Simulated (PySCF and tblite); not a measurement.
Results of a calculation; reference values are marked as such.
C2H6S2, numbered as in [SH:1][CH2:2][CH2:3][SH:4].

Search: ETKDG and KDG, MMFF94s, GFN2-xTB, 90 starts; geometries at PBE0-D3(BJ)/def2-SVP. Weights use PBE0-D3(BJ)/def2-TZVP energies plus GFN2-xTB zero-point and thermal terms (modes under about 100 cm⁻¹ blended into free rotors). Symmetry numbers and mirror images are counted. Conformers within 4 kcal/mol (GFN2-xTB free energy) were kept, 5 at most. Programs: PySCF with density fitting and tblite.

Torsions listed: H1–S1–C2–C3, S1–C2–C3–S4, C2–C3–S4–H4. Of a mirror pair one member is shown.

```csv
conformer,shape,symmetry
1,"-67°, -64°, 53°",C1 (pair)
2,"-68°, 180°, 68°",Ci
3,"68°, 175°, 68°",C2 (pair)
4,"-69°, -178°, -178°",C1 (pair)
5,"73°, -63°, 74°",C2 (pair)
```

Task: Which of these conformers is the most populated at 298.15 K, and with what share?

Result: Conformer 1, about 39 %. The lead over the next is within the error of the method.

Task: Give the DFT energies and free energies relative to the lowest, and all weights.

Result: 
```tsv
conformer	shape	E(DFT) kcal/mol	G(298.15 K) kcal/mol	weight %
1	-67°, -64°, 53°	0.07	0.00	39.0
2	-68°, 180°, 68°	0.33	0.55	15.4
3	68°, 175°, 68°	0.35	0.51	16.4
4	-69°, -178°, -178°	1.57	1.04	6.8
5	73°, -63°, 74°	0.00	0.33	22.4
```

Task: How does its share change from 150 K to 400 K?

Result: From 46 % to 36 %; the mixing entropy goes from 3.72 to 4.20 cal/(mol K).

The cap on conformers cut off some of the population, so the set may be incomplete.
